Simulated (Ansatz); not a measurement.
Rock-salt TiC was calculated with revPBE (Ansatz, a first-principles code, PAW).

Run with plane-wave cutoff 520 eV, 22×22×22 k mesh, Fermi–Dirac smearing 0.05 eV, no spin polarisation, scalar-relativistic PAW data made under PBE.

The volume scan:

| V (Å³/atom) | E − E_lowest (meV/atom) |
|---|---|
| 9.686 | 31.09 |
| 9.892 | 13.36 |
| 10.098 | 3.24 |
| 10.304 | 0.00 |
| 10.510 | 2.98 |
| 10.716 | 11.58 |
| 10.922 | 25.27 |

Problem. Fit the third-order Birch–Murnaghan equation and give B0 and B′.

Solution. V0 = 10.305 Å³/atom, B0 = 241 GPa, B′ = 4.0 (fit to the energies at full precision).

Measured, for comparison: bulk modulus 240 GPa (temperature not stated, no zero-point or thermal correction, our sources range from 235 to 268; as tabulated in Krasnenko and Brik (2013), arXiv:1306.3139); equilibrium volume per atom 10.15 Å³/atom (temperature not stated, no zero-point or thermal correction; as tabulated in Zhang et al. (2018), doi:10.1088/1367-2630/aac7f0). Computed (rounded) less measured: bulk modulus not scored (sources differ), equilibrium volume per atom +1.6 %.

Static lattice: no zero-point or thermal effects.

Computing time: around 90 core-seconds (rough).
